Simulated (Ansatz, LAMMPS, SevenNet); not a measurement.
**fcc Pt, bulk modulus B0**

Reference value: 289 GPa (measured, corrected for temperature and zero-point phonon effects; as tabulated in Levämäki et al. (2014), arXiv:1402.3671).

### Question
What do Lennard-Jones uff-vdw, SevenNet-l3i5, PBE, r²SCAN+SOC, HSE06 give, and how far is each from the reference?

### Answer

```tsv
level (code)	value (GPa)	cell (Å³/atom)	error (%)
Lennard-Jones uff-vdw (LAMMPS)	2.82	13.55	-99
SevenNet-l3i5	247	15.73	-14.5
PBE (Ansatz)	248	15.65	-14.2
r²SCAN+SOC (Ansatz)	268	15.31	-7.3
HSE06 (Ansatz)	277	15.13	-4.2
```

Leaving aside Lennard-Jones uff-vdw (doubt noted below): Of the ranked levels HSE06 (-4.2 %) comes nearest. Once the reference is moved by up to 1.7 % (a margin picked here for doubts on the reference and the settings) and values within 1.7 % count as equal, the farthest can be SevenNet-l3i5 (-14.5 %) or PBE (-14.2 %). Within 10 %: r²SCAN+SOC, HSE06. All 4 levels lie below the reference.

The crystal itself was run without spin with PBE, HSE06; a magnetic state was not tried in these runs. Density-functional levels without +SOC have no spin–orbit coupling. Lennard-Jones uff-vdw: this is a force field's van der Waals term alone, without bonds or charges. Each level is taken at its own relaxed cell. Cutoffs and k meshes differ between the levels. Ansatz's density-functional and Hartree–Fock values are scalar-relativistic unless marked +SOC, with PAW data made under PBE.

Machine-learned potentials (SevenNet-l3i5) are trained on DFT data: a solid inside that data is no test of them.

Differences are worked out from the printed values.

Ansatz is a quantum-chemistry and plane-wave program.
